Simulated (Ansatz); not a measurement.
# One shape, several levels: CH2F (SMILES [CH2]F)

We compute a comparison of 6 runs (U-r2SCAN/STO-3G, UBLYP/STO-3G, UHSE06/STO-3G, RPA@PBE/STO-3G, UCCSDT/STO-3G, UCCSDTQ/STO-3G) of CH2F. 

Program for the calculation: Ansatz 0.2.0.

47 further runs of the same task are left out: 47 set aside as unsound or not needed.

## 1. Starting point

CH2F has 4 atoms, charge 0, and is taken as a doublet. SMILES: `[CH2]F`. The H4–C1 distance was set to 1.623 Å, away from the relaxed value. At this shape a bond of the SMILES string is far longer than usual.

Bond lengths: C1–F2 1.331 Å, C1–H3 1.082 Å. Angles: F2–C1–H3 115.1°. A long bond or contact: C1–H4 1.623 Å.

## 2. The energy at U-r2SCAN/STO-3G (run 1)

Contents of job.yaml:

```yaml
crystal:
  periodic: [false, false, false]
  atoms:
    - {symbol: C, position_ang: [-0.058648, 0.467922, -0.256143]}
    - {symbol: F, position_ang: [0.921452, 1.219522, 0.239557]}
    - {symbol: H, position_ang: [-0.975448, 0.997822, -0.477543]}
    - {symbol: H, position_ang: [0.027000, -1.108700, 0.119000]}
basis:
  gaussian:
    orbitals: STO-3G
magnetization:
  spin_polarized: true
  initial_magnetization: 1
hamiltonian:
  xc: r2scan
accuracy: high
```

Command:

```console
$ ansatz run job.yaml --threads 1 --pin off --max-ram 2610MiB --events-out events.jsonl --progress --plain --runs-dir runs
```

Output:

```text
Warning: RAYON_NUM_THREADS=1 ignored (pool sized by the plan → 1); use --threads N
Functional definition: r2SCAN
  name "r2SCAN"
  parameter k0 = 0.174
  parameter k1 = 0.065
  parameter a1 = 4.9479
  exchange = r2scan_x(k0 = k0, k1 = k1, a1 = a1)
  correlation = r2scan_c
186 factors; integrals over basis functions are off by at most 1.3e-8 eV
mean field evaluation 1: about -3727.5047 eV, gradient 7.9e0 eV
mean field evaluation 2: about -3727.3523 eV, gradient 9.4e0 eV
mean field evaluation 4: about -3728.1417 eV, gradient 4.4e-1 eV
mean field evaluation 8: about -3728.0667 eV, gradient 5.7e-2 eV
mean field evaluation 16: about -3728.0668 eV, gradient 9.2e-6 eV
mean field -3728.06681784 eV, -137.0039285811 hartree, gradient 2.3e-8 eV, S^2 0.760852; 0 other end points of the search recorded, 0 dependent functions left out
reference -3728.06681844 eV, -137.0039286031 hartree; 9, 8 occupied and 3, 4 virtual orbitals, 186 factors
Total energy: -3728.06681844 eV, -137.0039286031 hartree
```

It took 2.1 s on 1 thread of Arm Neoverse V2, shared host; peak memory 0.17 GiB.

## 3. A single-point energy at UBLYP/STO-3G (run 2)

Contents of molecule.yaml:

```yaml
crystal:
  periodic: [false, false, false]
  atoms:
    - {symbol: C, position_ang: [-0.058648, 0.467922, -0.256143]}
    - {symbol: F, position_ang: [0.921452, 1.219522, 0.239557]}
    - {symbol: H, position_ang: [-0.975448, 0.997822, -0.477543]}
    - {symbol: H, position_ang: [0.027000, -1.108700, 0.119000]}
basis:
  gaussian:
    orbitals: STO-3G
accuracy: high
hamiltonian:
  xc: {name: BLYP}
magnetization:
  spin_polarized: true
  initial_magnetization: 1
```

Command:

```console
$ ansatz run molecule.yaml --threads 1 --pin off --max-ram 2610MiB --events-out events.jsonl --progress --plain --runs-dir runs
```

Output:

```text
Warning: RAYON_NUM_THREADS=1 ignored (pool sized by the plan → 1); use --threads N
Functional definition: BLYP
  name "BLYP"
  parameter beta = 0.0042
  parameter a = 0.04918
  parameter b = 0.132
  parameter c = 0.2533
  parameter d = 0.349
  exchange = b88_x(beta = beta)
  correlation = lyp_c(a = a, b = b, c = c, d = d)
186 factors; integrals over basis functions are off by at most 1.3e-8 eV
mean field evaluation 1: about -3727.1462 eV, gradient 1.1e1 eV
mean field evaluation 2: about -3726.3306 eV, gradient 1.4e1 eV
mean field evaluation 4: about -3728.0556 eV, gradient 4.8e-1 eV
mean field evaluation 8: about -3727.9855 eV, gradient 5.9e-2 eV
mean field evaluation 16: about -3727.9855 eV, gradient 8.2e-7 eV
mean field -3727.98551460 eV, -137.0009407421 hartree, gradient 9.5e-9 eV, S^2 0.754204; 0 other end points of the search recorded, 0 dependent functions left out
reference -3727.98554270 eV, -137.0009417749 hartree; 9, 8 occupied and 3, 4 virtual orbitals, 186 factors
Total energy: -3727.98554270 eV, -137.0009417749 hartree
```

It took 0.78 s on 1 thread of Arm Neoverse V2, shared host; peak memory 0.1 GiB.

Runs 3 to 4 aren't shown in full; the table further down has their settings and results.

## 4. The energy at UCCSDT/STO-3G (run 5)

Contents of in.yaml:

```yaml
crystal:
  periodic: [false, false, false]
  atoms:
    - symbol: C
      position_ang: [-0.058648, 0.467922, -0.256143]
    - symbol: F
      position_ang: [0.921452, 1.219522, 0.239557]
    - symbol: H
      position_ang: [-0.975448, 0.997822, -0.477543]
    - symbol: H
      position_ang: [0.027000, -1.108700, 0.119000]
basis:
  gaussian:
    orbitals: STO-3G
magnetization:
  spin_polarized: true
  initial_magnetization: 1
correlation:
  method: ccsdt
  frozen_orbitals: {C: 1, F: 1, H: 0}
accuracy: high
scf:
  omitted_lower_state_checks: [cluster_reference, increment]
```

Command:

```console
$ ansatz run in.yaml --threads 1 --pin off --max-ram 2610MiB --events-out events.jsonl --progress --plain --runs-dir runs
```

Output:

```text
Warning: RAYON_NUM_THREADS=1 ignored (pool sized by the plan → 1); use --threads N
[... 12 lines left out ...]
2 core orbitals not correlated: weight in the atoms' cores, before any rotation towards them, 1.000 or more for the frozen orbitals, at most 0.000 for the correlated occupied ones
[... 42 lines left out ...]
Total energy: -3715.17787358 eV, -136.5302686162 hartree
Checks for a lower state left out: cluster_reference, increment
```

Run time: 0.32 s. Hardware: 1 thread of Arm Neoverse V2, shared host.

## 5. A single-point energy at UCCSDTQ/STO-3G (run 6)

Contents of molecule.yaml:

```yaml
crystal:
  periodic: [false, false, false]
  atoms:
    - symbol: C
      position_ang: [-0.058648, 0.467922, -0.256143]
    - symbol: F
      position_ang: [0.921452, 1.219522, 0.239557]
    - symbol: H
      position_ang: [-0.975448, 0.997822, -0.477543]
    - symbol: H
      position_ang: [0.027000, -1.108700, 0.119000]
basis:
  gaussian:
    orbitals: STO-3G
magnetization:
  spin_polarized: true
  initial_magnetization: 1
accuracy: high
correlation:
  method: ccsdtq
  frozen_orbitals: {C: 1, F: 1, H: 0}
scf:
  omitted_lower_state_checks: [cluster_reference, increment]
```

Command:

```console
$ ansatz run molecule.yaml --threads 1 --pin off --max-ram 2610MiB --events-out events.jsonl --progress --plain --runs-dir runs
```

Output:

```text
Warning: RAYON_NUM_THREADS=1 ignored (pool sized by the plan → 1); use --threads N
[... 12 lines left out ...]
2 core orbitals not correlated: weight in the atoms' cores, before any rotation towards them, 1.000 or more for the frozen orbitals, at most 0.000 for the correlated occupied ones
[... 42 lines left out ...]
Total energy: -3715.18084974 eV, -136.5303779881 hartree
Checks for a lower state left out: cluster_reference, increment
```

It took 20 s on 1 thread of Arm Neoverse V2, shared host; peak memory 0.24 GiB.

## 6. The series

| run | level | frozen core orbitals | energy (Eh) | ⟨S²⟩ | wall time |
| --- | --- | --- | --- | --- | --- |
| 1 | U-r2SCAN/STO-3G | – | -137.003929 | 0.761 | 2.1 s |
| 2 | UBLYP/STO-3G | – | -137.000942 | 0.754 | 0.78 s |
| 3 | UHSE06/STO-3G | – | -136.914227 | 0.759 | 1.1 s |
| 4 | RPA@PBE/STO-3G | 2 | -136.576855 | 0.754 | 0.86 s |
| 5 | UCCSDT/STO-3G | 2 | -136.530269 | 1.039 | 0.32 s |
| 6 | UCCSDTQ/STO-3G | 2 | -136.530378 | 1.039 | 20 s |

## 7. Results

```
                                          quantity          value
                               run 6: total energy  -136.53038 Eh
run 6: correlation energy (2 core orbitals frozen)     -105.2 mEh
          run 6: ⟨S²⟩ of the reference determinant          1.039
                              run 6: T1 diagnostic          0.050
```

What this shows: Totals of different functionals can't be ranked against each other. In runs 1, 2, 3, 4, 5, 6 the basis is minimal, so the values are rough. Spin contamination of the reference: run 5 ⟨S²⟩ = 1.04, run 6 ⟨S²⟩ = 1.04. All runs together took 26 s, the longest 20 s.
